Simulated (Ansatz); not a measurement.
Task: harmonic frequencies at the relaxed geometry of BFH₄Si, SMILES FB[SiH3], with Ansatz 0.2.0 through its Python package. Give the script and its output. Level of theory (for the species named): B3LYP, def2-SVP basis, multiplicity 1.

```xyz
7

F    -1.0196   -1.5379    1.2651
B    -0.2123   -1.1101    0.1578
Si    0.1356    0.7694   -0.1770
H     0.3388   -1.9223   -0.5441
H     1.0627    0.8879   -1.3426
H     0.8189    1.3619    1.0206
H    -1.0629    1.4830   -0.4255
```

`bfh4si_freq.py`:
```python
# -*- coding: utf-8 -*-
"""Vibrations of BFH4Si."""

from dataclasses import dataclass
import itertools

import ansatz as az
from ase import Atoms
from ase.data import atomic_numbers, covalent_radii
from ase.thermochemistry import IdealGasThermo
import numpy as np


@dataclass
class RunConfig:
    basis: str = "def2-SVP"
    functional: str = "B3LYP"


settings = RunConfig()

GEOMETRY = """
F    -1.01960   -1.53790    1.26510
B    -0.21230   -1.11010    0.15780
Si    0.13560    0.76940   -0.17700
H     0.33880   -1.92230   -0.54410
H     1.06270    0.88790   -1.34260
H     0.81890    1.36190    1.02060
H    -1.06290    1.48300   -0.42550
"""

mol = az.Crystal.molecule()
for line in GEOMETRY.strip().splitlines():
    symbol, *xyz = line.split()
    mol = mol.atom(symbol, [float(v) for v in xyz])

base = mol.calculation()
base = base.basis(gaussian=settings.basis).functional(settings.functional)
symbols = [site.symbol for site in mol.cartesian_sites]
start = np.array([site.position_ang for site in mol.cartesian_sites], dtype=float)
r = base.relax(force_tolerance=0.003, max_steps=100).run().report
end = np.array(r["positions_ang"])

# pairs closer than 1.2 times the sum of covalent radii, before or after
radius = [covalent_radii[atomic_numbers[s]] for s in symbols]
span = lambda where, i, j: np.linalg.norm(where[i] - where[j])
bonded = [(i, j) for i, j in itertools.combinations(range(len(symbols)), 2) if min(span(start, i, j), span(end, i, j)) < 1.2 * (radius[i] + radius[j])]
print("pair        before    after (A)")
for i, j in bonded:
    print(f"{symbols[i]}{i}-{symbols[j]}{j}".ljust(10), f"{span(start, i, j):8.4f} {span(end, i, j):8.4f}")

# same settings at the minimum
minimum = az.Crystal.molecule()
for symbol, place in zip(symbols, end):
    minimum = minimum.atom(symbol, place.tolist())
vibrating = minimum.calculation()
vibrating = vibrating.basis(gaussian=settings.basis)
vibrating = vibrating.functional(settings.functional)
vibrating = vibrating.phonons(temperatures=(200, 600, 100))
vib = vibrating.run().report["vibrations"]
sums = vib["harmonic_sums"]
modes = [m["omega_inv_cm"] for m in sums["modes_at_gamma"] if m["rigid_motion"] == "no"]
print("frequencies (1/cm):", " ".join(f"{w:.0f}" for w in modes))
print("imaginary modes:", sum(w < 0 for w in modes), " zero-point energy:", round(sums["zero_point_energy_ev"], 4), "eV")
# rigid rotor and ideal gas, symmetry number taken as one
gas = IdealGasThermo(vib_energies=[w / 8065.544 for w in modes if w > 0], geometry="linear" if len(modes) == 3 * len(symbols) - 5 else "nonlinear",
                     atoms=Atoms(symbols, positions=end), symmetrynumber=1, spin=0.0)
print(f"H(298 K) - E = {gas.get_enthalpy(298.15, verbose=False):.4f} eV")
print(f"S(298 K, 1 bar) = {96485.33 * gas.get_entropy(298.15, 1e5, verbose=False):.1f} J/(mol K) with symmetry number 1")
```

```console
$ python bfh4si_freq.py
pair        before    after (A)
F0-B1        1.4356   1.3240
B1-Si2       1.9405   2.0422
B1-H3        1.2067   1.2134
Si2-H4       1.4940   1.4965
Si2-H5       1.5007   1.4965
Si2-H6       1.4168   1.4930
frequencies (1/cm): 57 243 441 495 677 823 893 939 948 1115 1324 2201 2202 2221 2575
imaginary modes: 0  zero-point energy: 1.0634 eV
H(298 K) - E = 1.2258 eV
S(298 K, 1 bar) = 296.6 J/(mol K) with symmetry number 1
```

Caveats:
- The frequencies are harmonic and unscaled, in a modest basis. The result belongs to the one conformer reached from this start, and soft torsions count as harmonic oscillators.
- b3lyp holds the VWN-RPA fit, as in Gaussian; the form of ORCA and Turbomole is b3lyp5.
- The entropy takes a symmetry number of 1; a symmetric molecule's is lower by R ln(sigma).
- The whole script took 80 s on 1 thread of Arm Neoverse V2, on a shared host, peak memory 0.25 GiB.

(A comment or docstring line of the script was reworded after the run, the code is as it ran; lines on the test bed's own set-up are left out of the output.)
